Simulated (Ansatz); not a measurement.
# C3H4F2: the cost of one run

Computed with Ansatz 0.2.0, driven from Python. Level of theory: r2SCAN/6-31G*.

**1. Starting point**

Bond lengths: C1–C2 1.302 Å, C2–C3 1.489 Å, C3–F4 1.310 Å, C3–F5 1.388 Å, C1–H6 1.166 Å, C1–H7 1.055 Å, C2–H8 1.095 Å, C3–H9 1.127 Å. Angles: C1–C2–C3 126.9°, C1–C2–H8 117.6°, C3–C2–H8 115.3°, C2–C1–H6 118.8°, C2–C1–H7 125.6°, H6–C1–H7 115.6°, C2–C3–F4 114.8°, C2–C3–F5 108.4°, C2–C3–H9 113.1°, F4–C3–F5 103.0°, F4–C3–H9 111.1°, F5–C3–H9 105.5°.

The script holds or builds the structure itself.

**2. Script**

Input file torsion_c3h4f2.py:

```python
import ansatz as az
from ase import Atoms


def main() -> None:
    atoms = Atoms(["C", "C", "C", "F", "F", "H", "H", "H", "H"], positions=[
        (-0.4968, -0.5706, -1.1911),
        (0.1901, -0.5332, -0.0851),
        (0.211, 0.5661, 0.9185),
        (-0.4081, 1.6593, 0.549),
        (1.5232, 0.9886, 1.0792),
        (-1.1867, 0.3314, -1.4542),
        (-0.489, -1.3577, -1.8929),
        (0.8713, -1.366, 0.1177),
        (-0.1265, 0.2359, 1.9419),
    ])

    first = (
        az.Crystal.molecule_from_ase(atoms).calculation()
        .basis(gaussian="6-31G*")
        .functional("r2scan")
        .relax(force_tolerance=0.02, max_steps=80)
    )
    atoms.positions = first.run().report["positions_ang"]

    start = atoms.get_dihedral(0, 1, 2, 3)
    energies = {}
    for turn in range(0, 360, 30):
        turned = atoms.copy()
        turned.set_dihedral(0, 1, 2, 3, start + turn, indices=[2, 3, 4, 8])
        base = (
            az.Crystal.molecule_from_ase(turned).calculation()
            .basis(gaussian="6-31G*")
            .functional("r2scan")
        )
        energies[round((start + turn) % 360)] = base.run().report["free_energy_ev"]
    floor = min(energies.values())
    print("dihedral C0-C1-C2-F3 (deg)   E - E(min) (eV)")
    for angle, e in sorted(energies.items()):
        print(f"{angle:8d} {(e - floor):14.3f}  " + "#" * int(30 * (e - floor) / max(max(energies.values()) - floor, 1e-9)))


if __name__ == "__main__":
    main()
```

**3. The input behind the calls**

The engine receives this input (first run):

```yaml
crystal:
  periodic: [false, false, false]
  atoms:
    - { symbol: C, position_ang: [-0.4968, -0.5706, -1.1911] }
    - { symbol: C, position_ang: [0.1901, -0.5332, -0.0851] }
    - { symbol: C, position_ang: [0.211, 0.5661, 0.9185] }
    - { symbol: F, position_ang: [-0.4081, 1.6593, 0.549] }
    - { symbol: F, position_ang: [1.5232, 0.9886, 1.0792] }
    - { symbol: H, position_ang: [-1.1867, 0.3314, -1.4542] }
    - { symbol: H, position_ang: [-0.489, -1.3577, -1.8929] }
    - { symbol: H, position_ang: [0.8713, -1.366, 0.1177] }
    - { symbol: H, position_ang: [-0.1265, 0.2359, 1.9419] }
basis:
  gaussian:
    orbitals: "6-31G*"
hamiltonian:
  xc: r2scan
relax:
  f_tol: 0.02
  max_steps: 80
```

**4. Running it**

Command:

```sh
> python torsion_c3h4f2.py
```

Q: Estimate wall time and peak memory on 1 thread of Arm Neoverse V1, shared host.

About 85 s, with a peak of 0.24 GiB.
